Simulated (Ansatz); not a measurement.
System: rutile MnO2. Method: r²SCAN (plane waves, PAW; Ansatz, an electronic-structure program).

Settings: plane-wave cutoff 560 eV, 8×8×12 k mesh (along the axes of the cell as run), Fermi–Dirac smearing 0.01 eV, spin-polarised with opposed moments, scalar-relativistic PAW data made under PBE.

Cell (relaxed at this level):

```yaml
crystal:
  lattice:
    - [4.38318, 0.00000, 0.00000]
    - [0.00000, 4.38318, 0.00000]
    - [0.00000, 0.00000, 2.86108]
  atoms:
    - { symbol: Mn, position: [0.00000, 0.00000, 0.00000], spin: 3.0 }
    - { symbol: Mn, position: [0.50000, 0.50000, 0.50000], spin: -3.0 }
    - { symbol: O, position: [0.30477, 0.30477, 0.00000] }
    - { symbol: O, position: [0.80477, 0.19523, 0.50000] }
    - { symbol: O, position: [0.19523, 0.80477, 0.50000] }
    - { symbol: O, position: [0.69523, 0.69523, 0.00000] }
```

Task: Give the computed band gap, magnetic moment (largest site, within a sphere), direct gap at Γ, bulk modulus B0 and pressure derivative B′ of the bulk modulus.

Result: 
band gap: 0.38 eV (direct)
magnetic moment (largest site, within a sphere): 2.40 μB
direct gap at Γ: 0.70 eV
bulk modulus B0: 256 GPa
pressure derivative B′ of the bulk modulus: 4.8

Note: the collinear magnetic order is the start's and need not be the measured one; without U or exact exchange, gaps and moments of open d shells tend to come out too small; the bulk modulus comes from volumes at which shape and atoms were relaxed.

Spins in the cell block are starting values.

Moments are spin moments.

Static lattice: no zero-point or thermal effects.
